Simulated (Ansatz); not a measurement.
Compare A (`C=[N][AlH2]`) with its isomer B (`[CH2]1[NH][AlH]1`).

Program: Ansatz. Geometries: PBE0-D4/def2-TZVP. ΔE: electronic, gas phase. CCSD(T)/CBS is the MP2 limit (def2-TZVPP, def2-QZVPP) plus CCSD(T) − MP2 in def2-TZVPP, frozen cores. DFT in def2-TZVPP. B3LYP here is the variant with VWN-RPA as its local correlation; programs differ in this.

A:

```xyz
7

C    -0.2892   -0.5390    1.3656
N    -0.0481   -0.0909    0.2323
Al    0.2891    0.5384   -1.3634
H     0.2599   -0.2096    2.2613
H    -1.0680   -1.2952    1.5494
H    -0.5152    1.8192   -1.8192
H     1.3716   -0.2229   -2.2259
```

B:

Z-matrix (Å, degrees):
```
C
Al 1 1.919
N 1 1.507 2 58.8
H 1 1.093 2 122.8 3 101.9
H 1 1.093 2 122.8 3 -101.9
H 2 1.571 1 166.1 3 -180.0
H 3 1.005 1 121.0 2 180.0
```

(1) Which isomer does CCSD(T)/CBS put lower? Give the gap. (An estimate is asked.)

(2) Give E(B) − E(A) in kcal/mol with ωB97M-V, PBE-D4, B2PLYP, PBE0-D4, MP2/def2-TZVPP, CCSD(T)/def2-SVP, B3LYP-D4. (An estimate is asked.)

(3) Does the order hold for the free energy at 298.15 K (harmonic terms from PBE0-D4)? (Estimate.)

Largest T1 diagnostic: 0.015.

Answers

(1) Ansatz gave: A, by 19.7 kcal/mol.

(2) The calculation gave: ωB97M-V 19.9, PBE-D4 18.0, B2PLYP 22.2, PBE0-D4 17.7, MP2/def2-TZVPP 18.8, CCSD(T)/def2-SVP 25.3, B3LYP-D4 23.4. None reverses the order clearly.

(3) The calculation gave: Yes: G(B) − G(A) = +22.8 kcal/mol.

In def2-TZVPP, CCSD(T) changes the Hartree–Fock value by −9.3 kcal/mol (the triples alone add −0.7 kcal/mol) and MP2 by −11.7 kcal/mol. Leaving LDA and LC-ωPBE aside and taking each functional with its dispersion term where it has one, the values, not all of them listed here, spread over 6.7 kcal/mol, from HSE06-D4 to BLYP-D4. LDA lies −5.4 kcal/mol from PBE without D4.
